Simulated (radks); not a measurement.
**S²⁻ held by a Watson sphere**

Aim: the size and levels of S²⁻ inside a shell of charge +2.69 and radius R, which stands for the Madelung well of a crystal, for several R.

Program: radks (a radial shooting solver on a logarithmic mesh, Libxc functionals) version 1. Level of theory: non-relativistic Kohn-Sham, PBE, spin-unpolarised, spherical densities, point nucleus. These are calculated values, not measurements, unless marked.

## 1. What is computed

- element: sulfur (Z = 16)
- charge: -2
- electrons: 18
- configuration: [Ar]

The outer shells:

S²⁻
```
[Ne] core
3s [↑↓]
3p [↑↓][↑↓][↑↓]
```

## 2. R = 1.86 bohr

The run's settings:

```text
Z 16
configuration [Ar]
relativity non-relativistic
functional pbe,pbe
spin unpolarised
nucleus point
watson charge 2.69 radius 1.86 bohr
response adiabatic LDA kernel
```

## 3. R = 1.97 bohr

The run's settings:

```text
Z 16
configuration [Ar]
relativity non-relativistic
functional pbe,pbe
spin unpolarised
nucleus point
watson charge 2.69 radius 1.97 bohr
response adiabatic LDA kernel
```

## 4. R = 2.73 bohr

The run's settings:

```text
Z 16
configuration [Ar]
relativity non-relativistic
functional pbe,pbe
spin unpolarised
nucleus point
watson charge 2.69 radius 2.73 bohr
response adiabatic LDA kernel
```

## 5. R = 3.44 bohr

The run's settings:

```text
Z 16
configuration [Ar]
relativity non-relativistic
functional pbe,pbe
spin unpolarised
nucleus point
watson charge 2.69 radius 3.44 bohr
response adiabatic LDA kernel
```

## 6. R = 3.7 bohr

The run's settings:

```text
Z 16
configuration [Ar]
relativity non-relativistic
functional pbe,pbe
spin unpolarised
nucleus point
watson charge 2.69 radius 3.7 bohr
response adiabatic LDA kernel
```

## 7. R = 4.41 bohr

The run's settings:

```text
Z 16
configuration [Ar]
relativity non-relativistic
functional pbe,pbe
spin unpolarised
nucleus point
watson charge 2.69 radius 4.41 bohr
response adiabatic LDA kernel
```

## 8. R = 4.43 bohr

The run's settings:

```text
Z 16
configuration [Ar]
relativity non-relativistic
functional pbe,pbe
spin unpolarised
nucleus point
watson charge 2.69 radius 4.43 bohr
response adiabatic LDA kernel
```

## 9. R = 4.47 bohr

The run's settings:

```text
Z 16
configuration [Ar]
relativity non-relativistic
functional pbe,pbe
spin unpolarised
nucleus point
watson charge 2.69 radius 4.47 bohr
response adiabatic LDA kernel
```

Before running it: what results should come out? Wanted: for each run, R; highest level; its <r>; sum of <r²>; α.

As calculated:

| R (bohr) | highest level (eV) | its <r> (bohr) | sum of <r²> (bohr²) | α (bohr³) |
| --- | --- | --- | --- | --- |
| 1.86 | -15.889 | 1.932 | 34.73 | 15.55 |
| 1.97 | -15.476 | 1.967 | 35.84 | 16.67 |
| 2.73 | -12.606 | 2.182 | 43.31 | 27.22 |
| 3.44 | -10.285 | 2.344 | 49.56 | 42.23 |
| 3.7 | -9.554 | 2.395 | 51.70 | 49.25 |
| 4.41 | -7.857 | 2.518 | 57.27 | 73.62 |
| 4.43 | -7.815 | 2.522 | 57.42 | 74.43 |
| 4.47 | -7.732 | 2.528 | 57.72 | 76.09 |

**Reading.** From R = 1.86 to 4.47 bohr the top level moves from -15.889 to -7.732 eV and its mean radius from 1.93 to 2.53 bohr. A wider sphere makes a shallower well, so the ion swells. The polarisability goes from 15.5 to 76.1 bohr³. Response by self-consistent Sternheimer equations with the Hartree and adiabatic LDA kernel. The sphere does not respond.
